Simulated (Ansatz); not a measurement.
# C2HClS: a ladder of functionals and wavefunction methods

How much do the methods differ for C2HClS? The plan is to run it at one geometry with functionals of several rungs and with coupled cluster, and see how far each lands from CCSD(T) at the basis-set limit for the atomisation energy.

The runs use Ansatz 0.2.0, Gaussian basis; functionals in def2-TZVPP, the program's frozen cores in correlated methods.

Levels to be run: LDA (SPW92), PBE-D4, revPBE-D4, BLYP-D4, r2SCAN-D4, B97M-V, PBE0-D4, B3LYP-D4, r2SCANh-D4, r2SCAN0-D4, HSE06-D4, BHLYP-D4, CAM-B3LYP-D4, LC-ωPBE, ωB97X-V, ωB97M-V, B2PLYP, PBE-QIDH; CCSD(T)/def2-SVP; CCSD(T)/def2-TZVPP; MP2/def2-QZVPP; extrapolation to the limit; RPA on PBE.

## 1. The geometry

An earlier PBE0-D4 in a triple-zeta def2 set relaxation fixed the geometry.

SMILES `S=C=CCl`, 5 atoms, charge 0, spin multiplicity 1.

Atoms are counted from 1 here; the program's logs count them from 0.

Bond lengths: S1–C2 1.547 Å, C2–C3 1.308 Å, C3–Cl4 1.720 Å, C3–H5 1.082 Å. Angles: S1–C2–C3 179.8°, C2–C3–Cl4 121.4°, C2–C3–H5 121.9°, Cl4–C3–H5 116.7°.

## 2. LDA

This LDA is Slater exchange with PW92 correlation.

The input, in.yaml:

```yaml
crystal:
  periodic: [false, false, false]
  atoms:
    - {symbol: S, position_ang: [-1.120647, -1.526288, 1.338368]}
    - {symbol: C, position_ang: [-0.306142, -0.540417, 0.468184]}
    - {symbol: C, position_ang: [0.387459, 0.291477, -0.265290]}
    - {symbol: Cl, position_ang: [-0.376678, 1.355789, -1.379220]}
    - {symbol: H, position_ang: [1.466009, 0.345841, -0.203441]}
basis:
  gaussian: {orbitals: def2-TZVPP}
hamiltonian: {xc: lda}
output: {orbitals: {seedname: orbitals}}
```

Launch:

```
$ ansatz run in.yaml --threads 2 --pin off --events-out ev --progress --plain --max-ram 4352MiB
```

After this run come: PBE-D4 (GGA); revPBE-D4 (GGA); BLYP-D4 (GGA); r2SCAN-D4 (meta-GGA); B97M-V (meta-GGA); PBE0-D4 (hybrid); B3LYP-D4 (hybrid); r2SCANh-D4 (hybrid); r2SCAN0-D4 (hybrid); HSE06-D4 (hybrid); BHLYP-D4 (hybrid); CAM-B3LYP-D4 (range-separated); LC-ωPBE (range-separated); ωB97X-V (range-separated); ωB97M-V (range-separated); B2PLYP (double hybrid); PBE-QIDH (double hybrid); CCSD(T) in def2-SVP; CCSD(T) in def2-TZVPP; MP2 in def2-QZVPP; RPA on PBE orbitals.

**Question.** What will the summary of the whole plan be? Wanted: atomisation energy, CCSD(T)/CBS; farthest beyond LDA; mean size of error, GGA; mean size of error, meta-GGA; mean size of error, hybrid; mean size of error, range-separated; mean size of error, double hybrid; gap, smallest and largest; T1 diagnostic.

The runs gave:

| quantity | value |
| --- | --- |
| atomisation energy, CCSD(T)/CBS | 1883.3 kJ/mol |
| functionals within 9.4 kJ/mol (0.5 %) | CAM-B3LYP-D4, ωB97X-V, B2PLYP |
| farthest beyond LDA | PBE-D4 (+133.5 kJ/mol) |
| mean size of error, GGA | 80.3 kJ/mol |
| mean size of error, meta-GGA | 43.5 kJ/mol |
| mean size of error, hybrid | 42.5 kJ/mol |
| mean size of error, range-separated | 11.6 kJ/mol |
| mean size of error, double hybrid | 9.6 kJ/mol |
| gap, smallest and largest | 1.65 eV (LDA (SPW92)), 8.49 eV (LC-ωPBE) |
| T1 diagnostic | 0.0153 |
| triples share of the correlation energy | 5.3 % |

What this shows: The LDA atomisation energy is off by 405.4 kJ/mol (22 %): it overbinds. PBE-D4 misses by +133.5 kJ/mol. Double hybrids carry the basis error of their MP2 part in triple zeta, and no dispersion term here, so their miss is partly the set-up's. Taken by rung, double hybrid functionals do best (9.6 kJ/mol on average) and GGA ones worst beyond LDA (80.3 kJ/mol). The gap between the best rungs is small, so their order is not settled. Misses under about 9.4 kJ/mol are within the doubt on the reference itself, which lacks core-valence correlation, relativity and higher excitations. Hartree-Fock recovers 66 % of the binding; the rest is correlation. CCSD(T) in def2-SVP is off by -118.7 kJ/mol, so the small basis spoils what the method gains. Orbital gaps span 1.6 to 8.5 eV; exact exchange widens them. The restricted reference is unstable towards a spin-broken one.
